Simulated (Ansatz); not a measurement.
The same path of AlClFH3 (6 atoms, charge 0, multiplicity 1) was run 3 times with different band settings. Lost on the way: F5–H6. Made: Cl2–H6.

Computed with Ansatz, RKS B3LYP-D4/6-31G*.

Relaxed end points:

```xyz
6
Properties=species:S:1:pos:R:3
Al 0.009 -0.061 0.089
Cl 0.004 0.337 2.252
H 1.410 0.148 -0.605
H -1.404 0.069 -0.598
F 0.062 -1.995 0.663
H 0.064 -1.794 1.610
```

```xyz
6
Properties=species:S:1:pos:R:3
Al 0.016 -0.390 -0.262
Cl 0.019 -0.039 2.459
H 1.406 0.259 -0.642
H -1.408 0.180 -0.640
F 0.061 -1.989 0.270
H 0.052 -1.318 2.226
```

Common settings: spring 5.0 eV/Å²; optimiser quadratic models (default); start path through a guess of the saddle point; force threshold 0.03 eV/Å; iteration limit 60; end points relaxed.

| run | movable images | climbing image |
| --- | --- | --- |
| 1 | 9 | yes |
| 2 | 2 | yes |
| 3 | 8 | no |

Q: What does each run give, and how far can it be trusted?

A: Run 1: converged after 8 iterations, highest image 0.216 eV above the first end. A vibrational analysis at the climbing image gives one clearly imaginary mode, 614i cm⁻¹: a first-order saddle point.
Run 2: converged after 8 iterations, highest image 0.216 eV above the first end. Another band between the same ends (9 images) ends at a top of the same energy, where a vibrational analysis finds 1 clearly imaginary mode. So few images can step over the top or miss a turn of the path.
Run 3: converged after 9 iterations, highest image 0.212 eV above the first end. No image climbed, so the highest image needn't sit at the top of the path.
The orbitals stay closed-shell, which can raise the energy where a bond breaks towards radicals; this wasn't checked here.
